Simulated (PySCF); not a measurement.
**UPBE/STO-6G run of BNH3 (SMILES B[NH])**

Aim: the energy change on altering one bond length of BNH3 at UPBE/STO-6G, from 2 runs. The job is set up through a Python script.

The calculation is run with PySCF 2.14.0.

9 further runs of the same task are left out: 9 set aside as unsound or not needed.

### Step 1. Starting point

The species is BNH3 (5 atoms), meant as a doublet with charge 0. SMILES: `B[NH]`. The shape is that of a PBE0-D4/def2-TZVP optimisation.

Bond lengths: B1–N2 1.329 Å, B1–H3 1.210 Å, B1–H4 1.204 Å, N2–H5 0.999 Å. Angles: B1–N2–H5 163.9°, N2–B1–H3 118.8°, N2–B1–H4 121.2°, H3–B1–H4 119.9°.

### Step 2. A single-point energy at UPBE/STO-6G

Contents of job.py:

```python
from pyscf import gto, dft

system = gto.Mole()
system.atom = '''
B   -0.310800  -0.370100  -0.091600
N    0.531200   0.655200  -0.019800
H   -0.414800  -1.107400   0.862500
H   -0.964100  -0.573100  -1.081900
H    1.208400   1.321700   0.289300
'''
system.spin = 1
system.max_memory = 1860
system.verbose = 3
system.basis = 'sto-6g'
system.build()

calc0 = dft.UKS(system, xc='pbe')
calc0.grids.level = 5
calc0.conv_tol = 1e-10
calc0.kernel()
if not calc0.converged:
    calc0 = calc0.newton().run(calc0.mo_coeff, calc0.mo_occ)

energy = calc0.e_tot
print('Final energy', energy)
```

Started as:

```sh
$ OMP_NUM_THREADS=1 python job.py
```

Standard output:

```text
converged SCF energy = -80.9808658861093  <S^2> = 0.756023  2S+1 = 2.006014
Final energy -80.98086588610926
```

It took 2.9 s on 1 thread of AMD EPYC 9R14 (Zen 4), shared host; peak memory 0.18 GiB.

### Step 3. The distorted shape at the same level

Contents of calc.py:

```python
from pyscf import gto, dft

mol = gto.Mole()
mol.atom = '''
B     -0.258799    -0.001446    -0.568656
N      0.583201     1.023854    -0.496856
H     -0.414800    -1.107400     0.862500
H     -0.912099    -0.204446    -1.558956
H      1.260401     1.690354    -0.187756
'''
mol.max_memory = 1860
mol.basis = 'sto-6g'
mol.charge = 0
mol.verbose = 3
mol.spin = 1
mol.build()

mf = dft.UKS(mol, xc='pbe')
mf.grids.level = 5
mf.conv_tol = 1e-10
mf.kernel()
if not mf.converged:
    mf = mf.newton().run(mf.mo_coeff, mf.mo_occ)

etot = mf.e_tot
print(f'total energy: {etot:.8f} hartree')
```

Started as:

```sh
$ OMP_NUM_THREADS=1 python calc.py
```

Standard output:

```text
converged SCF energy = -80.903317391011  <S^2> = 0.77671205  2S+1 = 2.026536
total energy: -80.90331739 hartree
```

Wall time 3.3 s (1 thread of AMD EPYC 9R14 (Zen 4), shared host); peak memory 0.18 GiB.

### Step 4. Results

At UPBE/STO-6G:

```
                                                         quantity         value
                                        first shape: total energy  -80.98087 Eh
                                       first shape: dipole moment        1.76 D
                  first shape: HOMO energy (highest over α and β)      -4.24 eV
                   first shape: LUMO energy (lowest over α and β)      -1.83 eV
                                                first shape: ⟨S²⟩         0.756
                                    distorted shape: total energy  -80.90332 Eh
                                   distorted shape: dipole moment        1.41 D
              distorted shape: HOMO energy (highest over α and β)      -4.02 eV
               distorted shape: LUMO energy (lowest over α and β)      -1.82 eV
                                            distorted shape: ⟨S²⟩         0.777
energy change with the B1–H3 bond stretched from 1.210 to 1.815 Å      2.110 eV
```

**Reading.** With the B1–H3 bond stretched from 1.210 to 1.815 Å the energy rises by 2.11 eV (204 kJ/mol). The first shape isn't relaxed at this level, so the change isn't measured from a minimum. The minimal basis adds a large error of its own.
